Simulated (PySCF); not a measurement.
## NMR parameters of BMe2H

BMe2H, C2H7B.

Bonds: B1-C2 1.563 Å, B1-C6 1.563 Å. B1 carries H10; C2 carries H3, H4, H5; C6 carries H7, H8, H9.

GIAO calculations in PySCF 2.14.0 with density-fitted response routines on the PBE0-D3(BJ)/def2-SVP structure: isolated species, non-relativistic, equivalent atoms averaged; basis pcSseg-1.

Problem. Give the isotropic shieldings (ppm) with B3LYP, PBE0.

Solution. 
| atoms | environment | B3LYP | PBE0 |
| --- | --- | --- | --- |
| C2/C6 | carbon bonded to B, 3 H | 161.4 | 166.2 |
| B1 | boron bonded to 2 C, H | 8.4 | 12.2 |
| H10 | hydrogen on a boron bonded to 2 C | 24.00 | 23.72 |
| H3/H4/H5/H7/H8/H9 | hydrogen on a carbon bonded to B | 30.29 | 30.14 |
| HOMO–LUMO gap (eV) | – | 7.63 | 8.04 |

Problem. And the chemical shifts, against references computed in the same way?

Solution. 
```json
{"atoms": "C2/C6", "nucleus, reference": "¹³C, TMS", "B3LYP": "17.8", "PBE0": "18.2"}
{"atoms": "B1", "nucleus, reference": "¹¹B, BF3·OEt2", "B3LYP": "89.4", "PBE0": "88.5"}
{"atoms": "H10", "nucleus, reference": "¹H, TMS", "B3LYP": "7.38", "PBE0": "7.55"}
{"atoms": "H3/H4/H5/H7/H8/H9", "nucleus, reference": "¹H, TMS", "B3LYP": "1.10", "PBE0": "1.13"}
```

Problem. Which part of the shielding of C2/C6 depends on the functional?

Solution. Diamagnetic: B3LYP 251, PBE0 252 ppm; paramagnetic: B3LYP -89, PBE0 -86 ppm.

Problem. What couplings does B3LYP/pcJ-1 (spin–dipole term only in couplings to heteroatoms) give?

Solution. ¹J(B1,H10) = 126.4, ¹J(C2,H3) = 123.6, ¹J(B1,C2) = 50.4, ²J(H3,H4) = -15.4, ²J(C2,H10) = 9.2, ²J(B1,H3) = -4.9, ²J(C2,C6) = 3.3, ³J(H3,H10) = 5.0, ³J(C2,H7) = 3.6 Hz (averaged over equivalent pairs; isotopes ¹¹B, ¹H, ¹³C).
